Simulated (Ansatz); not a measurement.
Problem. Name a neutral molecule of C, O, S and H with HOMO energy (B3LYP/def2-TZVPP) between -7.05 and -6.75 eV and HOMO energy (PBE0/def2-TZVPP) between -7.15 and -6.85 eV (Ansatz, PBE0-D4/def2-TZVP geometry).

Solution. `CC#COC=S` (-6.88 eV, -7.14 eV); `OCS` (-6.86 eV, -7.10 eV); `SC1CO1` (-6.91 eV, -7.13 eV); `OCC=S` (-6.90 eV, -7.14 eV); `O=CCS` (-6.77 eV, -7.01 eV); `CC(O)S` (-6.75 eV, -7.00 eV). Other molecules can fit too; these were computed, each in one conformer that needn't be the lowest.

B3LYP here is the variant with VWN-RPA as its local correlation; programs differ in this.
